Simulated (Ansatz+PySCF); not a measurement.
**doublet C₃H₃: levels of theory in one basis**

```xyz
6

C     0.0000    0.0000   -0.2817
C     0.0000    0.0000   -1.5113
H     0.0000    0.0000   -2.5736
C     0.0000    0.0000    1.0853
H     0.0000   -0.9300    1.6406
H     0.0000    0.9300    1.6406
```

Basis set: cc-pVTZ (spherical functions). Left uncorrelated: 3 orbitals. Correlation on ROHF uses semicanonical orbitals with singles. Charge 0, multiplicity 2.

Computed with Ansatz (development build ahead of 0.2.0) and PySCF 2.14.0; each method stands on the lowest determinant of its kind that the runs found.

```csv
method,E − E(ROHF) (eV),<S²> of the determinant
ROHF,0.00,0.75
UHF,-0.49,0.98
UHF-MP2,-12.07,0.98
```

What does ROHF-MP2 give on the same scale?

-12.50 eV.

Caution for UHF, UHF-MP2: the unrestricted determinant is spin contaminated. Caution for ROHF-MP2, UHF-MP2: forces differ strongly between restricted and unrestricted references.
